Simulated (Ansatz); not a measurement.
# H₂S (triplet): from Hartree-Fock to the top rungs, cc-pVTZ

The task here is to estimate one member of a computed series from the others.

Method: cc-pVTZ, core rule «outside noble gas», up to 5 orbitals frozen; program: Ansatz 0.2.0, Gaussian basis.

Plan: UHF; CCSD(T) on ROHF; CCSD(T) on UHF; BCCD(T) on ROHF; CISD; CCSDT(Q) on ROHF; CCSDT(Q) on UHF; CASSCF and MRCISD+Q, 8 electrons in 6 orbitals; CASSCF and NEVPT2, 8 electrons in 6 orbitals.

3 further runs of the same task are left out: 3 set aside as unsound or not needed.

**The system**

The geometry is a PBE0/def2-TZVP stationary point (not a proven minimum) of the parent state, kept for this charge and spin.

3 atoms, charge 0, spin multiplicity 3.

Atoms are counted from 1 here; the program's logs count them from 0.

Bond lengths: S1–H2 1.341 Å, S1–H3 1.341 Å. Angles: H2–S1–H3 92.3°.

The first run:

in.yaml reads:

```yaml
crystal:
  periodic: [false, false, false]
  atoms:
    - {symbol: S, position_ang: [0.000000, -0.054959, 0.000000]}
    - {symbol: H, position_ang: [0.000000, 0.874191, -0.967203]}
    - {symbol: H, position_ang: [0.000000, 0.874188, 0.967205]}
basis:
  gaussian: {orbitals: cc-pVTZ}
magnetization: {spin_polarized: true, initial_magnetization: 2}
hamiltonian: {xc: hf}
output: {orbitals: {seedname: orbitals}}
```

Launch:

```sh
> ansatz run in.yaml --threads 1 --pin off --events-out ev --progress --plain --max-ram 2816MiB --backend cpu
```

Steps of the session up to this table: UHF; CCSD(T) on ROHF; CCSD(T) on UHF; BCCD(T) on ROHF; CISD; CCSDT(Q) on ROHF; CCSDT(Q) on UHF; CASSCF and MRCISD+Q, 8 electrons in 6 orbitals; CASSCF and NEVPT2, 8 electrons in 6 orbitals.

One table of the session follows, with a row left open; its other results are not shown here.

It belongs to the step «Misses and costs». 

| method | from UCCSDT(Q) (kJ/mol) |
| --- | --- |
| ROHF | +554.7 |
| UHF | +535.8 |
| RMP2 | +88.6 |
| UMP2 | +94.7 |
| CISD | +44.7 |
| RCCSD | +21.4 |
| UCCSD | +20.8 |
| RCCSD(T) | +3.1 |
| UCCSD(T) | +3.1 |
| BCCD(T) | +3.1 |
| RCCSDT | +0.7 |
| UCCSDT | +0.6 |
| RCCSDT(Q) | +0.1 |
| UCCSDT(Q) | 0 |
| CASSCF valence | +502.0 |
| NEVPT2 valence | +110.4 |
| MRCISD valence | ? |
| MRCISD+Q valence | +4.2 |

**Question.** Estimate the row for MRCISD valence.

**Answer.** from UCCSDT(Q) (kJ/mol): +39.0. In the column «from UCCSDT(Q) (kJ/mol)» it lies between RCCSD (+21.4) and CISD (+44.7).

To keep in mind: Restricted and unrestricted rows rest on different reference determinants; where their highest levels disagree by more than a few hundredths of an eV, they describe different states and don't form one ladder.
